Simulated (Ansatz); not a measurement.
hcp Os was calculated with LDA (PAW; Ansatz, an electronic-structure program).

Run with plane-wave cutoff 520 eV, 30×30×16 k mesh (along the axes of the cell as run), Fermi–Dirac smearing 0.072 eV (set by the program), no spin polarisation, scalar-relativistic PAW data made under PBE.

Computed at the level's own relaxed cell.

Task: Give the computed Poisson ratio, elastic constant C44, elastic constant C11, elastic constant C12, elastic constant C13, elastic constant C33 and elastic constant C66.

Result: 
- Poisson ratio = 0.234
- elastic constant C44 = 285 GPa
- elastic constant C11 = 816 GPa
- elastic constant C12 = 252 GPa
- elastic constant C13 = 246 GPa
- elastic constant C33 = 917 GPa
- elastic constant C66 = 282 GPa

Measured, for comparison: elastic constant C44 269 GPa, elastic constant C11 763 GPa, elastic constant C12 228 GPa, elastic constant C13 218 GPa, elastic constant C33 843 GPa (0 K, extrapolated to 0 K (read from the set's bulk modulus against, 405 at 300 K); as tabulated in Liu et al. (2023), arXiv:2002.00005). Computed (rounded) less measured: elastic constant C44 +6 %, elastic constant C11 +7 %, elastic constant C12 +11 %, elastic constant C13 +13 %, elastic constant C33 +9 %.

Elastic constants are with the ions relaxed.

Spin–orbit coupling is not included.

The computed numbers hold no vibrational or temperature effects.
